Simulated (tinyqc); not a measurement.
A ladder of methods, and size consistency: correlation methods against full CI in the sto-3g basis, for LiH, spin multiplicity 1. Computed by the program tinyqc with PySCF. All electrons correlated; +Q is the Davidson correction (1 - c0^2) E_corr. The last columns treat two copies 100 angstrom apart as one system. FCI is the lowest singlet.

Geometry (angstrom):

| atom | x | y | z |
|---|---|---|---|
| Li | 0.0000 | 0.0000 | 0.0000 |
| H | 0.0000 | 0.0000 | 1.3610 |

RHF energy of one = -7.857972 hartree

Correlation energies (hartree):

| method | E_corr of one | share of FCI (%) | E_corr of two at 100 angstrom | two minus twice one (mhartree) |
|---|---|---|---|---|
| MP2 | -0.01152 | 65.487 | -0.02304 | 0.000 |
| CISD | -0.01758 | 99.941 | -0.03450 | 0.655 |
| CISD+Q | -0.01792 | 101.905 | -0.03574 | 0.101 |
| CCSD | -0.01758 | 99.955 | -0.03516 | -3.64e-05 |
| CCSD(T) | -0.01759 | 99.992 | -0.03517 | -3.63e-05 |
| FCI | -0.01759 | 100.000 | - | - |

What does the comparison show, and why?

MP2 recovers 65 %, CISD 99.9 % and CCSD 100.0 % of the FCI value (c0^2 = 0.980 in CISD). MP2 and coupled cluster are size consistent, so their last column vanishes; CISD loses 0.66 mhartree, since a double excitation on each copy is a quadruple of the pair, and the Davidson correction leaves +0.10.
